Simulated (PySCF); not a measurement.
Bonds (- single, = double, # triple, : aromatic): N1-B2 1.624 Å, B2-Cl3 1.857 Å. N1 carries H4, H5, H6; B2 carries H7, H8. Formal charges: N1 +1, B2 -1.

Computational details: NMR shieldings at CAM-B3LYP/pcSseg-2/GIAO, geometry from PBE0-D3(BJ)/def2-SVP, in PySCF (averaged over atoms made equivalent by symmetry, fast rotation or ring inversion, relativity neglected, isolated molecule, a single conformation).

Referencing at the same level of theory: $^{1}$H (σ = 31.34 ppm) vs TMS; $^{15}$N (σ = 261.83 ppm) vs NH3; $^{11}$B (σ = 97.88 ppm) vs BF3·OEt2; $^{35}$Cl (σ = 934.42 ppm) against HCl.

```json
{"atoms": "N1", "nucleus": "$^{15}$N", "count": "1", "δ (ppm)": "54.8"}
{"atoms": "H7/H8", "nucleus": "$^{1}$H", "count": "2", "δ (ppm)": "?"}
{"atoms": "H4/H5/H6", "nucleus": "$^{1}$H", "count": "3", "δ (ppm)": "2.92"}
{"atoms": "Cl3", "nucleus": "$^{35}$Cl", "count": "1", "δ (ppm)": "-29"}
{"atoms": "B2", "nucleus": "$^{11}$B", "count": "1", "δ (ppm)": "?"}
```

Problem. Complete the table.

Solution. 
- H7/H8: 3.13 ppm, hydrogen on a boron bonded to Cl, N
- B2: -10.1 ppm, boron bonded to Cl, N, 2 H

Exchangeable OH/NH protons stand at their gas-phase positions; hydrogen bonding in a real sample shifts them, mostly to higher δ. Hydrogens on boron are broadened and split by $^{11}$B (spin 3/2, 80 %) and 10B (spin 3). Experimental scales use liquid or dissolved standards, which lie at an offset from isolated NH3 (liquid NH3: subtract about 20 ppm).
